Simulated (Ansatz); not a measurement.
## C4H5N2 (charge -1), SMILES C/N=C/[CH-]C#N: a single point in a Gaussian basis, step by step

Computed with Ansatz's Python interface.

Input file `c4h5n2.xyz`:
```text
11

C    -2.05950   -0.12490    0.09020
N    -0.76470   -0.75010   -0.17040
C     0.23970    0.03620   -0.00620
C     1.60950   -0.43510   -0.22160
C     2.70950    0.42720   -0.04350
N     3.60850    1.14390    0.10540
H    -2.01410    0.64110    0.87250
H    -2.45470    0.32170   -0.82740
H    -2.76490   -0.89150    0.42530
H     0.13210    1.09400    0.29660
H     1.75860   -1.46240   -0.52100
```

Notebook, run cell by cell (the value of a cell's last expression is shown):

In [1]:
```python
from dataclasses import dataclass
from pathlib import Path

import ansatz as az
import numpy as np


@dataclass(frozen=True)
class RunConfig:
    basis_set: str = "def2-SVP"
    level: str = "mp2"
    net_charge: int = -1


opts = RunConfig()
```

In [2]:
```python
system = az.Crystal.molecule_from_extxyz("c4h5n2.xyz")
```

In [3]:
```python
model = (
    system.calculation()
    .basis(gaussian=opts.basis_set)  # the orbital basis, by name
    .correlation(opts.level)
    .charge(opts.net_charge)
    .forces()
    .orbitals()
)
result = model.run(threads=1, runs_dir="runs")
rep = result.report
```

In [4]:
```python
{key: value for key, value in rep.items() if isinstance(value, (int, float)) and "ev" in key}
```
Out [4]:
```text
{'free_energy_ev': -7180.941845167137, 'reference_energy_ev': -7157.745226468551}
```

In [5]:
```python
rep["reference_energy_ev"]
```
Out [5]:
```text
-7157.745226468551
```

In [6]:
```python
print("reference energy %16.6f eV" % rep["reference_energy_ev"])
print("total energy     %16.6f eV" % rep["free_energy_ev"])
print("occupied orbitals outside the frozen core (up, down):", rep["n_occupied"], " frozen:", rep["n_frozen"], " virtual:", rep["n_virtual"])

parts = rep["correlation"]
for name in ("random_phase", "coupled_cluster", "perturbative"):
    if name in parts:
        print(f"{name:16s} {parts[name]['energy']['hartree']:12.7f} Ha")
if "second_order" in parts:
    pair = parts["second_order"]
    print(f"MP2 same spin {pair['same_spin']['hartree']:.7f} Ha, opposite spin {pair['opposite_spin']['hartree']:.7f} Ha")
```
```text
reference energy     -7157.745226 eV
total energy         -7180.941845 eV
occupied orbitals outside the frozen core (up, down): [16, 16]  frozen: 6  virtual: [87, 87]
MP2 same spin -0.2184808 Ha, opposite spin -0.6339792 Ha
```

In [7]:
```python
symbols = [site.symbol for site in system.cartesian_sites]
print("forces (eV/A)")
for symbol, f in zip(symbols, rep["forces_ev_ang"]):
    print(f"  {symbol:2s} {f[0]:9.4f} {f[1]:9.4f} {f[2]:9.4f}")
```
```text
forces (eV/A)
  C     0.9991   -0.8027   -0.2534
  N    -1.9187   -0.1468    0.1947
  C     3.2794   -1.1021   -0.5023
  C    -1.4973    1.6205    0.4964
  C    -2.8426   -2.2968   -0.4741
  N     2.8167    2.2211    0.4598
  H    -0.0710    0.4604    0.2336
  H    -0.4136    0.2722   -0.2655
  H    -0.3479   -0.1292    0.0693
  H    -0.0656    0.2653    0.1589
  H     0.0617   -0.3619   -0.1175
```

In [8]:
```python
charges = rep["charge_distribution"]
dipole = np.array(charges["dipole_moment_e_ang"]) * 4.803205
print("dipole (D): {:.3f} {:.3f} {:.3f}, length {:.3f}".format(*dipole, np.linalg.norm(dipole)))
print("atom  Mulliken   Lowdin")
for symbol, m, l in zip(symbols, charges["mulliken_charges_e"], charges["lowdin_charges_e"]):
    print(f"{symbol:4s} {m:9.3f} {l:8.3f}")

lines = Path(rep["orbitals_path"]).read_text().splitlines()
field_of = lambda key: [line.split("=")[1].strip() for line in lines if line.startswith(key)]
orbitals = [(27.211386 * float(e), s, float(n)) for e, s, n in zip(field_of("Ene="), field_of("Spin="), field_of("Occup="))]
homo = max(e for e, _, n in orbitals if n > 0.5)
lumo = min(e for e, _, n in orbitals if n < 0.5)
print(f"HOMO {homo:.3f} eV, LUMO {lumo:.3f} eV, gap {lumo - homo:.3f} eV")
```
```text
dipole (D): -4.682 -0.112 0.246, length 4.690
atom  Mulliken   Lowdin
C        0.120    0.018
N       -0.379   -0.108
C        0.047   -0.089
C       -0.342   -0.303
C       -0.075   -0.275
N       -0.200   -0.080
H       -0.037   -0.041
H       -0.023   -0.039
H       -0.019   -0.040
H       -0.063   -0.032
H       -0.028   -0.013
HOMO -2.129 eV, LUMO 8.736 eV, gap 10.865 eV
```

What to keep in mind:
- These settings explore the input space; basis and method may be short of convergence.
- The geometry is a force-field or estimated start, not a minimum of this method, and the basis set is short of its limit.
- The Löwdin charges here are taken after orthogonalising the functions within each atom; they differ from plain Löwdin charges, and their signs can be unphysical.
- An ion's dipole depends on the origin; the program takes it about the centre of nuclear charge.
- Levels such as HOMO and LUMO are orbital energies: in Hartree-Fock the gap is too wide and the LUMO hangs on the basis.
- Anions want diffuse functions, which this basis lacks.
- Timing: 5.3 s on 1 thread of Arm Neoverse V2, with other jobs on the host, peak memory 0.33 GiB.

(Lines on the test bed's own set-up are left out of the output.)
